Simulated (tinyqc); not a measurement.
Worked calculation: CCSD on RHF in the sto-6g basis, for H2O, spin multiplicity 1. One step of it, computed by the program tinyqc.

Question. CCSD: starting amplitudes. t_ij^ab = <ij||ab> / (e_i + e_j - e_a - e_b), whose energy is MP2.

orbital energies (hartree): [-20.494405, -1.302974, -0.658694, -0.458430, -0.400097, 0.650001, 0.811144]

Two-electron integrals over orbitals (pq|rs), unique and non-zero (hartree):
```
(11|11) 4.760694    (21|11) -0.423367   (21|21) 0.061140    (22|11) 1.016848
(22|21) -0.013266   (22|22) 0.735670    (31|31) 0.011485    (32|31) 0.018238
(32|32) 0.149373    (33|11) 0.818202    (33|21) -0.004097   (33|22) 0.658235
(33|33) 0.650542    (41|11) 0.189656    (41|21) -0.023787   (41|22) 0.017375
(41|33) 0.006296    (41|41) 0.030327    (42|11) -0.120196   (42|21) 0.010004
(42|22) 0.014302    (42|33) 0.007571    (42|41) 0.019466    (42|42) 0.121828
(43|31) -0.003655   (43|32) 0.016062    (43|43) 0.044537    (44|11) 1.031198
(44|21) -0.014352   (44|22) 0.685359    (44|33) 0.614428    (44|41) -0.012716
(44|42) -0.105001   (44|44) 0.817163    (51|51) 0.026745    (52|51) 0.032169
(52|52) 0.143771    (53|53) 0.029951    (54|51) -0.013474   (54|52) -0.046045
(54|54) 0.057657    (55|11) 1.117072    (55|21) -0.011130   (55|22) 0.749428
(55|33) 0.640989    (55|41) 0.004663    (55|42) -0.061381   (55|44) 0.744264
(55|55) 0.880663    (61|11) -0.272409   (61|21) 0.042291    (61|22) -0.001785
(61|33) -0.000133   (61|41) -0.003399   (61|42) 0.020249    (61|44) -0.020010
(61|55) -0.006332   (61|61) 0.037402    (62|11) 0.334864    (62|21) -0.008141
(62|22) 0.147314    (62|33) 0.079360    (62|41) 0.019001    (62|42) 0.018721
(62|44) 0.101785    (62|55) 0.165315    (62|61) 0.004133    (62|62) 0.105108
(63|31) 0.003297    (63|32) -0.042818   (63|43) -0.025155   (63|63) 0.071311
(64|11) 0.190248    (64|21) -0.000742   (64|22) 0.085220    (64|33) 0.039934
(64|41) 0.003409    (64|42) -0.019467   (64|44) 0.109726    (64|55) 0.100519
(64|61) 0.001641    (64|62) 0.060462    (64|64) 0.056690    (65|51) 0.017056
(65|52) 0.062490    (65|54) -0.004481   (65|65) 0.040596    (66|11) 0.816976
(66|21) -0.007620   (66|22) 0.621645    (66|33) 0.580051    (66|41) 0.022684
(66|42) 0.062610    (66|44) 0.551288    (66|55) 0.592767    (66|61) 0.006923
(66|62) 0.097370    (66|64) 0.041658    (66|66) 0.602315    (71|31) 0.016391
(71|32) 0.023991    (71|43) -0.005455   (71|63) 0.004290    (71|71) 0.023471
(72|31) 0.013636    (72|32) 0.035990    (72|43) -0.033599   (72|63) 0.036608
(72|71) 0.018365    (72|72) 0.059707    (73|11) 0.362754    (73|21) -0.007583
(73|22) 0.132827    (73|33) 0.092984    (73|41) -0.001262   (73|42) -0.072748
(73|44) 0.167864    (73|55) 0.185862    (73|61) -0.007276   (73|62) 0.080146
(73|64) 0.067217    (73|66) 0.036317    (73|73) 0.149163    (74|31) -0.009954
(74|32) -0.076296   (74|43) 0.008503    (74|63) 0.040725    (74|71) -0.013796
(74|72) -0.016626   (74|74) 0.066564    (75|53) 0.023635    (75|75) 0.024236
(76|31) 0.010195    (76|32) 0.104004    (76|43) 0.041259    (76|63) -0.066196
(76|71) 0.013529    (76|72) -0.010805   (76|74) -0.056699   (76|76) 0.118775
(77|11) 0.887641    (77|21) -0.009575   (77|22) 0.632526    (77|33) 0.623007
(77|41) 0.003854    (77|42) -0.012444   (77|44) 0.621525    (77|55) 0.632866
(77|61) -0.005984   (77|62) 0.073373    (77|64) 0.036425    (77|66) 0.572829
(77|73) 0.094915    (77|77) 0.630015
```

Give: Starting amplitudes; correlation energy.

Answer.

Starting amplitudes (spin orbitals 1a, 1b, ...; amplitudes related by a flip of all spins are not repeated; the 24 largest):
```
from      to          t
3a 3b  7a 7b    -0.0507
3a 3b  6a 6b    -0.0272
2a 2b  6a 6b    -0.0269
4a 4b  7a 7b    -0.0262
3a 4b  6b 7a     0.0261
4a 4b  6a 6b    -0.0256
2a 3b  6a 7b    -0.0234
2a 4b  6a 6b    -0.0197
5a 5b  6a 6b    -0.0193
3a 4b  6a 7b    -0.0158
2a 2b  7a 7b    -0.0141
2a 3a  6a 7a    -0.0127
2a 3b  6b 7a     0.0107
3a 4a  6a 7a     0.0103
5a 5b  7a 7b    -0.0100
2a 4b  7a 7b     0.0049
1a 1b  6a 6b    -0.0009
1a 2b  7a 7b    -0.0008
1a 4b  7a 7b     0.0006
1a 1b  7a 7b    -0.0006
1a 3a  6a 7a     0.0005
1a 3b  6a 7b   3.22e-04
1a 3b  6b 7a   1.90e-04
1a 2b  6a 6b  -1.79e-04
```

correlation energy = -0.031048 hartree
